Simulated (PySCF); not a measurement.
Molecule: SMILES C[NH3+], [CH$_{6}$N]+.

Bonds (- single, = double, # triple, : aromatic): C1-N2. C1 carries H3, H4, H5; N2 carries H6, H7, H8. Formal charges: N2 +1.

Total charge +1.

Frames of a GFN2-xTB Langevin trajectory at 300 K; GIAO PBE0/pcSseg-1 shieldings in PySCF 2.14.0 with density-fitted response routines, gas phase, non-relativistic; equivalent atoms averaged within each frame.

References, each an isolated molecule treated in the same way: $^{13}$C (σ = 186.93 ppm) and $^{1}$H (σ = 31.72 ppm) against TMS; $^{15}$N (σ = 267.73 ppm) against NH3. The references are static minima.

**Question.** How do the shifts (ppm) fluctuate along the trajectory?

**Answer.** 
```csv
time (fs),C1,N2,H6/H7/H8,H3/H4/H5
optimised geometry,31.7,46.5,5.15,3.66
250,38.3,42.2,4.83,4.25
425,45.5,46.3,5.01,4.95
625,25.9,47.0,5.65,2.73
800,25.9,46.6,5.62,2.48
1000,29.8,34.3,4.48,3.59
mean of frames,33.1,43.3,5.12,3.60
standard deviation,8.6,5.4,0.51,1.03
```

5 frames give an uncertainty of the mean of about the standard deviation over 2.2 at best, since frames this close in time may not be independent; classical motion lacks zero-point vibration, and the reference would need the same averaging.
